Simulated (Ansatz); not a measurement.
# Pressure series in SiC

Base system: SiC in the zinc blende structure (space group F-43m, No. 216; a = 4.3798 Å).

Cell and atoms are relaxed at each pressure.

Level of theory: plane-wave PAW DFT at the PBE level (Ansatz, an electronic-structure program, 420 eV), without spin-orbit coupling.

```csv
P (GPa),V (Å³/atom)
-1.98,10.602
-0.98,10.551
0.89,10.458
2.09,10.401
4.48,10.291
9.00,10.098
15.00,9.866
22.50,9.607
30.00,9.377
```

A third-order Birch–Murnaghan fit to these points gives V₀ = 10.50 Å³/atom, B₀ = 213 GPa and B₀′ = 3.9. At pressure 30 GPa the volume is 89.3 % of V₀.

Measured bulk modulus of SiC: 229.1 GPa (static lattice; corrected from measurement; as listed in Daniel Mejia-Rodriguez, S. B. Trickey, Phys. Rev. B (2018)); the computed value is 7 % below it.

Between the base and pressure 22.5 GPa the gap moves from 1.37 eV to 1.29 eV, a mean slope of -3.8 meV/GPa.

Load acts through the strain it causes; cell and atoms are relaxed under it. Whether these cells are dynamically stable was not tested. Competing high-pressure phases were not computed.
